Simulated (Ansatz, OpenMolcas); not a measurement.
# C2H4 (ethylene): from total energies to a heat of formation

The species is C2H4 (6 atoms), meant as a singlet with charge 0. As SMILES, `C=C`. The coordinates come from a PBE0-D4/def2-TZVP relaxation.

Total energies at CCSD(T)/def2-TZVP, 2 core orbitals frozen (OpenMolcas 26.06); the atoms run unrestricted:

| species | state | energy (Eh) |
| --- | --- | --- |
| C2H4 | singlet | -78.429207 |
| C | triplet | -37.780932 |
| H | doublet | -0.499810 |

Harmonic wavenumbers at PBE0-D4/def2-TZVP, in cm⁻¹: 828, 979, 984, 1067, 1239, 1382, 1466, 1704, 3146, 3162, 3222, 3250.

Measured heats of formation of the gaseous atoms at 298.15 K, in kJ/mol: C 716.9, H 218.0. Take 1 Eh = 2625.50 kJ/mol, 1 cm⁻¹ = 0.0119627 kJ/mol, RT = 2.479 kJ/mol.

What heat of formation follows?


1. Electronic atomisation energy: 2 × (-37.780932) + 4 × (-0.499810) − (-78.429207) = 0.868103 Eh = 2279.2 kJ/mol.
2. Zero-point energy: half the sum of the wavenumbers, 11214.5 cm⁻¹ = 134.2 kJ/mol.
3. Thermal vibrational enthalpy, Σ hcν̃/(exp(hcν̃/kT) − 1): 0.5 kJ/mol. Translation, rotation and pV of a non-linear molecule: 4 RT = 9.9 kJ/mol.
4. The 6 free atoms carry 5/2 RT each: 37.2 kJ/mol.
5. Atomisation enthalpy at 298 K: 2279.2 − 134.2 − 0.5 − 9.9 + 37.2 = 2171.8 kJ/mol.
6. Sum of the atoms' heats of formation: 2305.8 kJ/mol. Heat of formation: 2305.8 − 2171.8 = +134.0 kJ/mol.

The tabulated value is +52.6 kJ/mol (Active Thermochemical Tables), so this level is off by +81.4 kJ/mol, or 3.6 % of the atomisation enthalpy. Coupled cluster needs large bases for atomisation: in a finite one the molecule is underbound. Anharmonicity and any spin-orbit splitting of the molecule are left out, and so is core correlation.
